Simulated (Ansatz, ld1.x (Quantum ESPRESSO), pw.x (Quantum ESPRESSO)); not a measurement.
What a changed setting does to a pw.x run (fcc Sc)

Potential: norm-conserving Troullier–Martins (Kleinman–Bylander form), ld1.x (Quantum ESPRESSO) 7.5, LDA (PW92); core [Ar], reference 3d1 4s2 4p0; waves: 4s (bound): rc 2.65 bohr; 4p (bound, empty): rc 4.36 bohr; 3d (bound): rc 2.75 bohr; local part: all-electron potential smoothed inside 2.50 bohr (lloc = -1); core correction: Bessel-smoothed model core inside 2.55 bohr.

The reference run (k-mesh 13³, cutoffs 50/200 Ry, Fermi–Dirac 0.01 Ry, mixing_beta 0.4, conv_thr 1e-9, no spin) gives -0.24 GPa at 22.555 Å³/atom, where all-electron LAPW gives 0.00 GPa. This run, with its own iteration cap, changes nosym to true.

```
&control
  calculation='scf', prefix='x', pseudo_dir='./', outdir='./tmp', tstress=.true., disk_io='none'
/
&system
  ibrav=0, nat=1, ntyp=1, ecutwfc=50, ecutrho=200, nbnd=8,
  occupations='smearing', smearing='fd', degauss=0.01, nosym=.true.
/
&electrons
  conv_thr=1e-09, mixing_beta=0.4, electron_maxstep=60
/
ATOMIC_SPECIES
Sc 1.0 Sc.UPF
CELL_PARAMETERS angstrom
  0.00000000 2.24252665 2.24252665
  2.24252665 0.00000000 2.24252665
  2.24252665 2.24252665 0.00000000
ATOMIC_POSITIONS crystal
Sc 0.0000 0.0000 0.0000
K_POINTS automatic
13 13 13 0 0 0
```

```bash
pw.x < Sc.scf.in > Sc.scf.out
```

Q: How does the run end?

A: It converges in 6 iterations; the free energy moves by +0.0 meV/atom and the pressure by +0.00 GPa. The result is that of the reference run.

```
lattice parameter (alat)  =       5.9931  a.u.
     unit-cell volume          =     152.2087 (a.u.)^3
     number of electrons       =         3.00
     number of Kohn-Sham states=            8
     kinetic-energy cutoff     =      50.0000  Ry
     charge density cutoff     =     200.0000  Ry
     scf convergence threshold =      1.0E-09
     Exchange-correlation= PW
     number of k points=  1099  Fermi-Dirac smearing, width (Ry)=  0.0100
     iteration #  1     ecut=    50.00 Ry     beta= 0.40
     total energy              =      -5.72384119 Ry
     estimated scf accuracy    <       0.00523899 Ry
     iteration #  2     ecut=    50.00 Ry     beta= 0.40
     total energy              =      -5.72377791 Ry
     estimated scf accuracy    <       0.00083173 Ry
     iteration #  3     ecut=    50.00 Ry     beta= 0.40
     negative rho (up, down):  3.978E-08 0.000E+00
     total energy              =      -5.72393708 Ry
     estimated scf accuracy    <       0.00002139 Ry
     iteration #  4     ecut=    50.00 Ry     beta= 0.40
     total energy              =      -5.72393625 Ry
     estimated scf accuracy    <       0.00001262 Ry
     iteration #  5     ecut=    50.00 Ry     beta= 0.40
     total energy              =      -5.72393812 Ry
     estimated scf accuracy    <       0.00000001 Ry
     iteration #  6     ecut=    50.00 Ry     beta= 0.40
     the Fermi energy is     5.4895 ev
!    total energy              =      -5.72393816 Ry
     estimated scf accuracy    <          6.0E-10 Ry
     smearing contrib. (-TS)   =      -0.00769305 Ry
     The total energy is F=E-TS. E is the sum of the following terms:
     one-electron contribution =       3.14374776 Ry
     hartree contribution      =       0.02139016 Ry
     xc contribution           =      -4.01280301 Ry
     ewald contribution        =      -4.86858002 Ry
     convergence has been achieved in   6 iterations
          total   stress  (Ry/bohr**3)                   (kbar)     P=       -2.35
     Message from routine punch:
     Nothing written, as per user request (disk_io='none')
```

The run took about 94 s on one core of a shared host (Neoverse-V1, 32 threads, 247 GiB, load 20).
